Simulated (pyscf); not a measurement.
Homolytic dissociation enthalpies at 298 K of Ge–Si, Si–Si, Sn–Sn bonds in 8 gas-phase molecules, in kcal/mol. Structures and frequencies: ωB97X-D3(BJ)/def2-SVP in PySCF. Both columns use the same structures and thermal terms. Rows were drawn at random from the closed-shell molecules with such a bond whose radicals are computed, keep their shape and have no isomer in the data more than 5 kcal/mol lower.

| row | molecule | radicals | B3LYP-D3(BJ)/def2-TZVP | ωB97M-D3(BJ)/def2-TZVP |
|---|---|---|---|---|
| 1 | F–Si(F)(F)–GeH(SiH₃)–Cl | F–Si•(F)–F + H₃Si–GeH•–Cl | 71.1 | 74.1 |
| 2 | F–SiH(SiH₃)–Si(Cl)(Cl)–Cl | F–SiH•–SiH₃ + Cl–Si•(Cl)–Cl | 72.0 | 75.6 |
| 3 | H₃Sn–SnH₂–SnH₃ | SnH₃• + •H₂Sn–SnH₃ | 55.3 | 55.1 |
| 4 | H₃C–SiH(SiH₃)–SiH₃ | H₃C–SiH•–SiH₃ + SiH₃• | 72.2 | 75.5 |
| 5 | H₃Si–SiH(Cl)–Si(Cl)(Cl)–Cl | H₃Si–SiH•–Cl + Cl–Si•(Cl)–Cl | 71.6 | 75.0 |
| 6 | HO–Ge(OH)(OH)–SiH(F)–SiH₃ | HO–Ge•(OH)–OH + F–SiH•–SiH₃ | 66.3 | 69.5 |
| 7 | H₃C–N(CH₃)–SiH₂–SiH₃ | H₃C–N(CH₃)–SiH₂• + SiH₃• | 68.6 | ? |
| 8 | H₃Si–GeH₂–SiH(SiH₃)–Cl | H₃Si–GeH₂• + H₃Si–SiH•–Cl | 66.9 | 68.5 |

**Question.** Fit a line that carries the B3LYP-D3(BJ) values to the last column and predict row 7.

**Answer.** In the 7 complete rows the last column lies -0.2 to 3.6 kcal/mol from B3LYP-D3(BJ) (mean 2.6, median 3.2). Least squares gives y = -11.7 + 1.21·x with residuals of 0.5 kcal/mol (root mean square). For row 7: -11.7 + 1.21 × 68.6 = 71.3 kcal/mol. The computed value is 73.0 kcal/mol, 1.7 over the line. Elements up to Kr have no core potential and no relativistic terms here. Elements past Kr carry the def2 core potentials, without spin-orbit coupling.
